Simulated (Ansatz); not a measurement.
# SO2− (doublet): energies up the ladder

The task, for SO2− (doublet): energies up the ladder. Charge -1. Spin multiplicity 2.

Computed with Ansatz 0.2.0 (the levels named in each step, unless a step's input says otherwise).

## Step 1: The starting structure

Bond lengths: O1–S2 1.434 Å, S2–O3 1.434 Å. Angles: O1–S2–O3 116.4°.

As a file:

```xyz
3

O    -1.2008    0.4316   -0.0022
S    -0.0166   -0.3774   -0.0022
O     1.2341    0.3246    0.0065
```

## Step 2: A rough first relaxation, PBE-D4/def2-SVPD

input.yaml reads:

```yaml
crystal:
  periodic: [false, false, false]
  atoms:
    - { symbol: O, position_ang: [-1.20085, 0.43162, -0.0022] }
    - { symbol: S, position_ang: [-0.0166, -0.37735, -0.00217] }
    - { symbol: O, position_ang: [1.23406, 0.32463, 0.00654] }
magnetization:
  spin_polarized: true
  initial_magnetization: 1
total_charge: -1
basis:
  gaussian: { orbitals: def2-SVPD }
hamiltonian:
  xc: pbe
  dispersion: d4
relax:
  f_tol: 0.03
  max_steps: 200
```

The run is started by

```sh
$ ansatz run input.yaml --threads 4 --pin off --max-ram 10240MiB --backend cpu --events-out ev --progress --plain --runs-dir out
```

The runs that follow: Relaxation, PBE0-D4/def2-TZVPPD; Frequencies, PBE0-D4/def2-TZVPPD; Single point, PBE-D4/def2-TZVPPD; Single point, r2SCAN-D4/def2-TZVPPD; Single point, B3LYP-D4/def2-TZVPPD; Single point, wB97M-V/def2-TZVPPD; Single point, B2PLYP/def2-TZVPPD; Single point, LDA/def2-TZVPPD; Single point, PBE0-D4/def2-SVPD; Single point, PBE-D4/def2-SVPD; Single point, CCSD(T)/def2-TZVPPD; Single point, CCSD(T)/def2-QZVPPD.

Before running it: what results should come out? Wanted: O1–S2 at PBE0-D4/def2-TZVPPD; S2–O3 at PBE0-D4/def2-TZVPPD; frequencies at PBE0-D4/def2-TZVPPD; energy at CCSD(T)/CBS.

The runs gave:

```
                          quantity             value
      O1–S2 at PBE0-D4/def2-TZVPPD           1.503 Å
      S2–O3 at PBE0-D4/def2-TZVPPD           1.503 Å
frequencies at PBE0-D4/def2-TZVPPD  466 to 1135 cm⁻¹
             energy at CCSD(T)/CBS     -14915.568 eV
```

In words: No mode is imaginary, so the geometry is a minimum. These totals serve in differences with atoms or fragments at the same level; alone they don't rank the methods.
